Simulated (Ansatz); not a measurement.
Ideal-gas functions of H4NOSi (`N[SiH2][O]`) radical at 298.15 K and 1 bar, from an Ansatz frequency run at PBE0-D4/def2-TZVP.

Molar mass 62.12 g/mol, point group C1 (symmetry number 1), electronic degeneracy 2, moments of inertia 18.895, 75.157, 85.084 u Å². Harmonic wavenumbers (cm⁻¹, unscaled): 124, 282, 379, 434, 620, 771, 845, 864, 891, 957, 1583, 2191, 2227, 3613, 3708.

Use S(trans) = R[1.5 ln M + 2.5 ln T − 1.1517]; rotational temperatures θ = 24.2544 K / I; S(rot) = R[ln(√π/σ · √(T³/θAθBθC)) + 1.5]; for each mode x = 1.438777 ν̃/T, S = R[x/(eˣ − 1) − ln(1 − e⁻ˣ)] and H = RT x/(eˣ − 1); 1 cm⁻¹ = 0.0119627 kJ/mol; R = 8.31446 J/(mol·K).

Task: By hand: the entropy, in J/(mol·K).

Result: Translation 160.4. Rotation: θ = 1.2836, 0.3227, 0.2851 K, giving 97.2. Vibration, mode by mode: 12.71, 6.37, 4.36, 3.54, 1.74, 0.97, 0.73, 0.67, 0.61, 0.47, 0.03, 0.00, 0.00, 0.00, 0.00, in all 32.2. Electronic 5.8. Sum 295.6 J/(mol·K).

Task: By hand: H − E and G − E in kJ/mol, counted from the electronic energy.

Result: Zero-point energy ½ × 19489 × 0.0119627 = 116.6; thermal vibration 5.8; translation, rotation and pV give 4 RT = 9.9. H − E = 132.3 kJ/mol, and G − E = 132.3 − 298.15 × 295.6/1000 = 44.2 kJ/mol.

Vibration gives 11 % of the entropy, 12.7 J/(mol·K) of it from the mode under 150 cm⁻¹: soft modes count most, and the harmonic formula is weakest for them. The sum counts one conformer and one mirror image; others add a mixing term.
